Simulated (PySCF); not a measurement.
**SiCl with other numerical set-ups**

Which parts of the numerical set-up matter for SiCl? Each run edits the base script.

The runs use PySCF 2.14.0; each script names its method and basis.

1 further run of the same task is left out (it didn't finish).

**1. Starting geometry**

SiCl: 2 atoms, charge 0, spin multiplicity 2.

Bond lengths: Si1–Cl2 1.877 Å.

**2. The base run**

Input file input.py:

```python
from pyscf import gto, scf

mol = gto.M(
    atom='Si 0 0 0; Cl 0 0 1.877',
    basis='jorge-dzp',
    charge=0,
    spin=1,
    verbose=4,
)
mf = scf.UHF(mol)
mf.kernel()
mf.dip_moment()
print('orbital energies (hartree):', [e[max(0, n-3):n+3].round(4) for e, n in zip(mf.mo_energy, mol.nelec)])
```

Command:

```bash
$ OMP_NUM_THREADS=1 python input.py
```

The log of this run is left out.

It gives: E(SCF) = -748.405816 Eh, 11 cycles, ⟨S²⟩ = 0.768, μ = 0.14 D.

The bond length is a typed value, not an optimised one.

**3. Cc-pcvdz**

Variant 1 changes basis set: jorge-dzp → cc-pcvdz.

Input file input.py:

```python
from pyscf import gto, scf

mol = gto.M(
    atom='Si 0 0 0; Cl 0 0 1.877',
    basis='cc-pcvdz',
    charge=0,
    spin=1,
    verbose=4,
)
mf = scf.UHF(mol)
mf.kernel()
mf.dip_moment()
print('orbital energies (hartree):', [e[max(0, n-3):n+3].round(4) for e, n in zip(mf.mo_energy, mol.nelec)])
```

Command:

```bash
$ OMP_NUM_THREADS=1 python input.py
```

**4. Density fitting auto**

Variant 2 changes density fitting: none → auto.

input.py: that of step 2 with these lines changed.

```diff
@@ -10,2 +10,3 @@
 mf = scf.UHF(mol)
+mf = mf.density_fit()
 mf.kernel()
```

**5. Def2-svpd**

Variant 3 changes basis set: jorge-dzp → def2-svpd.

input.py: that of step 2 with these lines changed.

```diff
@@ -4,3 +4,3 @@
     atom='Si 0 0 0; Cl 0 0 1.877',
-    basis='jorge-dzp',
+    basis='def2-svpd',
     charge=0,
```

**6. Density fitting def2-universal-jkfit**

Variant 4 changes density fitting: none → def2-universal-jkfit.

input.py: that of step 2 with these lines changed.

```diff
@@ -10,2 +10,3 @@
 mf = scf.UHF(mol)
+mf = mf.density_fit(auxbasis='def2-universal-jkfit')
 mf.kernel()
```

**7. Spin-free X2C on**

Variant 5 changes spin-free X2C: off → on.

input.py: that of step 2 with these lines changed.

```diff
@@ -10,2 +10,3 @@
 mf = scf.UHF(mol)
+mf = mf.sfx2c1e()
 mf.kernel()
```

Before running it: what results should come out? Wanted: for each run, E(SCF); from base; gap, α spin; SCF dipole.

As calculated:

```csv
run,E(SCF) (hartree),from base (eV),cycles,"gap, α spin (eV)",SCF dipole (D),functions
base,-748.405816,0,11,7.90,0.14,48
cc-pcvdz,-748.404111,+0.0464,11,7.91,0.13,54
density fitting auto,-748.405813,+0.0001,11,7.90,0.14,48
def2-svpd,-748.167567,+6.4831,11,7.97,0.28,51
density fitting def2-universal-jkfit,-748.405786,+0.0008,11,7.90,0.14,48
spin-free X2C on,-750.303407,-51.6361,11,7.90,0.12,48
```

In words: Of the runs whose energies can be compared, “spin-free X2C on” moves the SCF energy most (-51.636 eV). cc-pcvdz (54 functions) gives an energy 0.05 eV higher than jorge-dzp (48); size alone doesn't order basis sets of different families. def2-svpd (51 functions) gives an energy 6.48 eV higher than jorge-dzp (48); size alone doesn't order basis sets of different families. Scalar relativity lowers the total energy by 51.64 eV, nearly all of it in the inner shells; a basis contracted without relativity catches only part of it.
